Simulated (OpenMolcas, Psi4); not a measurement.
How methods differ on [BF2]+ (SMILES F[B+]F)

The species is [BF2]+ (3 atoms), meant as a singlet with charge +1. As SMILES, `F[B+]F`. The shape is that of a PBE0-D4/def2-TZVP optimisation.

```jsonl
{"atom": "F", "x (Å)": "0.3297", "y (Å)": "1.1405", "z (Å)": "0.3077"}
{"atom": "B", "x (Å)": "0.0000", "y (Å)": "0.0000", "z (Å)": "0.0000"}
{"atom": "F", "x (Å)": "-0.3297", "y (Å)": "-1.1405", "z (Å)": "-0.3077"}
```

Quantity: the vertical energy of the triplet above the singlet, in eV. The values are calculated.

| level | kind | program | value (eV) | CPU time (all runs) |
| --- | --- | --- | --- | --- |
| BLYP/cc-pVTZ | GGA | Psi4 | 10.79 | 72 s |
| M06-2X/cc-pVTZ | hybrid meta-GGA | OpenMolcas | 12.08 | 90 s |
| TPSSh/cc-pVTZ | hybrid meta-GGA | Psi4 | 11.21 | 96 s |
| CAM-B3LYP/cc-pVTZ | range-separated hybrid | Psi4 | 11.69 | 88 s |
| HSE06/cc-pVTZ | range-separated hybrid | Psi4 | 11.48 | 73 s |
| wB97X/cc-pVTZ | range-separated hybrid | Psi4 | 11.94 | 78 s |
| B2PLYP/cc-pVTZ (density fitting for correlation) | double hybrid | Psi4 | 11.84 | 45 s |
| DSD-PBEP86/cc-pVTZ (density fitting for correlation) | double hybrid | Psi4 | 12.15 | 30 s |

The values span 10.79 to 12.15 eV. Times are those of the runs behind each value, whatever else they computed, on shared processors of several kinds: orders of magnitude only.
